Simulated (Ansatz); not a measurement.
# The cluster P₂S₂− (doublet): a spread of methods and bases

How do the results and run time of the cluster P₂S₂− (doublet) respond when the settings are drawn wide?

Program: Ansatz 0.2.0, Gaussian basis. Level of theory: the settings change from run to run. These are calculated values, not measurements.

### 1 The molecule

An earlier PBE0-D4 in a triple-zeta def2 set relaxation fixed the geometry.

4 atoms, charge -1, spin multiplicity 2.

Atoms are counted from 1 here; the program's logs count them from 0.

Bond lengths: P1–P2 2.214 Å, P1–S3 2.068 Å, P2–S3 2.243 Å, P2–S4 1.997 Å. Angles: P2–P1–S3 63.0°, P1–P2–S3 55.3°, P1–P2–S4 108.7°, S3–P2–S4 111.4°, P1–S3–P2 61.7°.

Geometry (Å):

```xyz
4
P2S2
P     0.53954    1.33766   -0.71262
P    -0.05382   -0.78264   -0.47587
S    -1.34645    0.97181    0.05308
S     0.86073   -1.52685    1.13540
```

### 2 LC-wPBE/STO-3G

Set apart from the defaults: charge 0, multiplicity 1.

The input, in.yaml:

```yaml
crystal:
  periodic: [false, false, false]
  atoms:
    - {symbol: P, position_ang: [0.539541, 1.337662, -0.712621]}
    - {symbol: P, position_ang: [-0.053820, -0.782642, -0.475871]}
    - {symbol: S, position_ang: [-1.346453, 0.971815, 0.053080]}
    - {symbol: S, position_ang: [0.860732, -1.526846, 1.135403]}
basis:
  gaussian: {orbitals: STO-3G}
hamiltonian: {xc: {name: LC-wPBE}}
scf: {omitted_lower_state_checks: [starts]}
```

The run is started by

```console
$ ansatz run in.yaml --threads 4 --pin off --events-out ev --progress --plain --max-ram 3916MiB
```

Standard output:

```text
Functional definition: LC-wPBE
  name "LC-wPBE"
  cite "Vydrov & Scuseria, J. Chem. Phys. 125, 234109 (2006) doi:10.1063/1.2409292"
  cite "Heyd & Scuseria, J. Chem. Phys. 120, 7274 (2004) doi:10.1063/1.1668634"
  cite "Ernzerhof & Perdew, J. Chem. Phys. 109, 3313 (1998) doi:10.1063/1.476928"
  cite "Perdew, Burke & Ernzerhof, Phys. Rev. Lett. 77, 3865 (1996) doi:10.1103/PhysRevLett.77.3865"
  parent pbe
  parameter omega = 0.4/bohr
  exchange = pbe_x_sr(omega) + exact_x_lr(omega)
  correlation = pbe_c
these checks for a lower state are left out or cut short: starts
388 factors; integrals over basis functions are off by at most 1.1e-5 eV
180 factors; integrals over basis functions are off by at most 7.6e-7 eV
mean field evaluation 1: about -39774.7842 eV, gradient 3.1e1 eV
mean field evaluation 2: about -39736.7588 eV, gradient 8.6e1 eV
mean field evaluation 4: about -39780.2356 eV, gradient 7.4e0 eV
mean field evaluation 8: about -39780.5334 eV, gradient 2.5e-1 eV
mean field evaluation 16: about -39780.5358 eV, gradient 4.3e-2 eV
mean field -39780.53600618 eV, -1461.9077340112 hartree, gradient 3.3e-5 eV, S^2 0.000000; 0 other end points of the search recorded, 0 dependent functions left out
reference -39780.53600618 eV, -1461.9077340113 hartree; 31, 31 occupied and 5, 5 virtual orbitals, 388 factors
Total energy: -39780.53600618 eV, -1461.9077340113 hartree
Checks for a lower state left out: starts
```

Run time: 0.4 s. Hardware: 4 threads of AMD EPYC 7R43, shared host.

### 3 PBE0-DH/cc-pVTZ

Set apart from the defaults: a point charge of 0.50 e beside it, the search for lower states set to full.

in.yaml: that of step 2 with these lines changed.

```diff
@@ -8,4 +8,7 @@
 basis:
-  gaussian: {orbitals: STO-3G}
-hamiltonian: {xc: {name: LC-wPBE}}
-scf: {omitted_lower_state_checks: [starts]}
+  gaussian: {orbitals: cc-pVTZ, point_charges: [{charge: 0.50, position_ang: [5.198, -0.217, 0.305]}]}
+total_charge: -1
+magnetization: {spin_polarized: true, initial_magnetization: 1}
+hamiltonian: {xc: {name: PBE0-DH}}
+scf: {lower_state_search: full}
+output: {forces: true}
```

Same command.

Standard output:

```text
Functional definition: PBE0-DH
  name "PBE0-DH"
  cite "Brémond & Adamo, J. Chem. Phys. 135, 024106 (2011) doi:10.1063/1.3604569"
  cite "Perdew, Burke & Ernzerhof, Phys. Rev. Lett. 77, 3865 (1996) doi:10.1103/PhysRevLett.77.3865"
  parameter a = 1/2
  parameter c = 1/8
  exchange = (1 - a)*pbe_x + a*exact_x
  correlation = (1 - c)*pbe_c + c*(mp2_os + mp2_ss)
801 factors; integrals over basis functions are off by at most 4.6e-4 eV
mean field evaluation 1: about -40232.2823 eV, gradient 1.6e1 eV
mean field evaluation 2: about -40232.6194 eV, gradient 1.6e1 eV
mean field evaluation 4: about -40234.5293 eV, gradient 1.6e0 eV
mean field evaluation 8: about -40234.5790 eV, gradient 2.3e-1 eV
mean field evaluation 16: about -40234.5801 eV, gradient 2.8e-3 eV
mean field evaluation 32: about -40206.6213 eV, gradient 8.7e1 eV
mean field evaluation 64: about -40234.5801 eV, gradient 1.5e-5 eV
mean field evaluation 96: about -40234.5801 eV, gradient 9.0e-5 eV
mean field evaluation 128: about -40234.5801 eV, gradient 7.7e-5 eV
mean field -40234.58014666 eV, -1478.5935484117 hartree, gradient 4.6e-6 eV, S^2 0.761671; 3 other end points of the search recorded, 0 dependent functions left out
20 core orbitals not correlated: weight in the atoms' cores, before any rotation towards them, 1.000 or more for the frozen orbitals, at most 0.000 for the correlated occupied ones
reference -40234.58016141 eV, -1478.5935489540 hartree; 12, 11 occupied and 104, 105 virtual orbitals, 801 factors
second order -21.97183277 eV of doubles, -0.00000000 eV of singles
the calculation of the forces begins
Total energy: -40237.32664051 eV, -1478.6944801992 hartree
Atom 0 at     0.539541     1.337662    -0.712621 Å, force    -0.006174     0.028403     0.010666 eV/Å
Atom 1 at    -0.053820    -0.782642    -0.475871 Å, force    -0.112486     0.066389    -0.115057 eV/Å
Atom 2 at    -1.346453     0.971815     0.053080 Å, force     0.152308    -0.061500    -0.017791 eV/Å
Atom 3 at     0.860732    -1.526846     1.135403 Å, force     0.243597     0.001265     0.095214 eV/Å
Dipole moment:    -0.390375     0.403071    -0.374493 e Å
```

Run time: 11 s. Hardware: 4 threads of AMD EPYC 7R43, shared host.

Largest force 0.262 eV/Å, ⟨S²⟩ 0.762.

### 4 SPW92/def2-TZVPP

Options: restricted open-shell orbitals, atoms shaken by 0.03 Å, a point charge of 1.00 e beside it, relativity set to scalar, the search for lower states set to full.

The input, in.yaml:

```yaml
crystal:
  periodic: [false, false, false]
  atoms:
    - {symbol: P, position_ang: [0.542826, 1.294824, -0.738618]}
    - {symbol: P, position_ang: [-0.139378, -0.746402, -0.457978]}
    - {symbol: S, position_ang: [-1.385612, 0.975708, 0.047876]}
    - {symbol: S, position_ang: [0.848096, -1.519948, 1.129440]}
basis:
  gaussian: {orbitals: def2-TZVPP, point_charges: [{charge: 1.00, position_ang: [3.592, 0.508, 0.331]}]}
total_charge: -1
magnetization: {spin_polarized: false, initial_magnetization: 1}
hamiltonian: {xc: {name: SPW92}, pseudopotentials: {relativity: scalar}}
scf: {lower_state_search: full}
```

Same command.

Standard output:

```text
Functional definition: SPW92
  name "SPW92"
  cite "Dirac, Proc. Camb. Phil. Soc. 26, 376 (1930) doi:10.1017/S0305004100016108"
  cite "Slater, Phys. Rev. 81, 385 (1951) doi:10.1103/PhysRev.81.385"
  cite "Perdew & Wang, Phys. Rev. B 45, 13244 (1992) doi:10.1103/PhysRevB.45.13244"
  exchange = slater_x
  correlation = pw_c
1142 factors; their error is unknown
mean field evaluation 1: about -40201.9364 eV, gradient 3.6e1 eV
mean field evaluation 2: about -40135.0860 eV, gradient 1.4e2 eV
mean field evaluation 4: about -40199.7706 eV, gradient 3.8e1 eV
mean field evaluation 8: about -40206.6394 eV, gradient 5.6e-1 eV
mean field evaluation 16: about -40206.6164 eV, gradient 2.3e-3 eV
mean field evaluation 32: about -40206.3489 eV, gradient 2.2e0 eV
mean field evaluation 64: about -40201.5075 eV, gradient 8.6e0 eV
mean field evaluation 96: about -40144.3535 eV, gradient 1.1e2 eV
mean field evaluation 128: about -40206.6108 eV, gradient 3.0e0 eV
mean field evaluation 160: about -40206.6164 eV, gradient 1.2e-4 eV
mean field evaluation 192: about -40206.6406 eV, gradient 8.3e-2 eV
mean field -40206.61635620 eV, -1477.5658980670 hartree, gradient 7.8e-5 eV, S^2 0.750000; 13 other end points of the search recorded, 0 dependent functions left out
reference -40206.61638310 eV, -1477.5658990556 hartree; 32, 31 occupied and 136, 137 virtual orbitals, 1142 factors
Total energy: -40206.61638310 eV, -1477.5658990556 hartree
Relativity: scalar
```

Run time: 5.5 s. Hardware: 4 threads of AMD EPYC 7R43, shared host.

### 5 BLYP/cc-pVDZ

Options: density fitting with def2-universal-jkfit, a point charge of -1.00 e beside it, D3(BJ) dispersion.

The input, in.yaml:

```yaml
crystal:
  periodic: [false, false, false]
  atoms:
    - {symbol: P, position_ang: [0.539541, 1.337662, -0.712621]}
    - {symbol: P, position_ang: [-0.053820, -0.782642, -0.475871]}
    - {symbol: S, position_ang: [-1.346453, 0.971815, 0.053080]}
    - {symbol: S, position_ang: [0.860732, -1.526846, 1.135403]}
basis:
  gaussian: {orbitals: cc-pVDZ, fitting: {mean_field: def2-universal-jkfit}, point_charges: [{charge: -1.00, position_ang: [5.422, -0.044, 0.464]}]}
total_charge: -1
magnetization: {spin_polarized: true, initial_magnetization: 1}
hamiltonian: {xc: {name: BLYP}, dispersion: d3bj}
scf: {omitted_lower_state_checks: [starts]}
output: {forces: true}
```

The command is unchanged.

Standard output:

```text
Functional definition: BLYP
  name "BLYP"
  cite "Becke, Phys. Rev. A 38, 3098 (1988) doi:10.1103/PhysRevA.38.3098"
  cite "Lee, Yang & Parr, Phys. Rev. B 37, 785 (1988) doi:10.1103/PhysRevB.37.785"
  parameter beta = 0.0042
  parameter a = 0.04918
  parameter b = 0.132
  parameter c = 0.2533
  parameter d = 0.349
  exchange = b88_x(beta = beta)
  correlation = lyp_c(a = a, b = b, c = c, d = d)
these checks for a lower state are left out or cut short: starts
512 factors; integrals over basis functions are off by at most 6.6e-3 eV
mean field evaluation 1: about -40246.6219 eV, gradient 1.3e1 eV
mean field evaluation 2: about -40223.5911 eV, gradient 5.6e1 eV
mean field evaluation 4: about -40247.6763 eV, gradient 4.3e0 eV
mean field evaluation 8: about -40247.8165 eV, gradient 5.2e-2 eV
mean field evaluation 16: about -40247.8157 eV, gradient 3.2e-5 eV
mean field -40247.81565632 eV, -1479.0799444207 hartree, gradient 3.2e-5 eV, S^2 0.752583; 0 other end points of the search recorded, 0 dependent functions left out
the calculation of the forces begins
reference -40247.81595517 eV, -1479.0799554029 hartree; 32, 31 occupied and 40, 41 virtual orbitals, 512 factors
Total energy: -40248.30113337 eV, -1479.0977853730 hartree
Atom 0 at     0.539541     1.337662    -0.712621 Å, force     1.444558     1.177035    -0.596383 eV/Å
Atom 1 at    -0.053820    -0.782642    -0.475871 Å, force    -0.064237    -1.496829    -1.074533 eV/Å
Atom 2 at    -1.346453     0.971815     0.053080 Å, force    -2.116599     0.813055     0.744351 eV/Å
Atom 3 at     0.860732    -1.526846     1.135403 Å, force     0.315368    -0.543535     0.946118 eV/Å
Dipole moment:     0.108497     0.210838    -0.261414 e Å
Checks for a lower state left out: starts
```

It took 0.7 s on 4 threads of AMD EPYC 7R43, shared host.

Largest force 2.386 eV/Å, ⟨S²⟩ 0.753.

### 6 All runs side by side

```
           level  charge  multiplicity               geometry  functions  energy (eV)   time
  LC-wPBE/STO-3G       0             1                relaxed         36   -39780.536  0.4 s
 PBE0-DH/cc-pVTZ      -1             2  relaxed, point charge        136   -40237.327   11 s
SPW92/def2-TZVPP      -1             2   shaken, point charge        168   -40206.616  5.5 s
    BLYP/cc-pVDZ      -1             2  relaxed, point charge         72   -40248.301  0.7 s
```

### 7 Outcome

```
quantity                  value
    runs                      4
quickest  LC-wPBE/STO-3G, 0.4 s
 slowest  PBE0-DH/cc-pVTZ, 11 s
```

In words: The runs differ in state or geometry as well as level, so their energies can't be set against each other. Run time spans a factor of 28, from LC-wPBE/STO-3G to PBE0-DH/cc-pVTZ. The jobs differ in tasks and options as well as level.
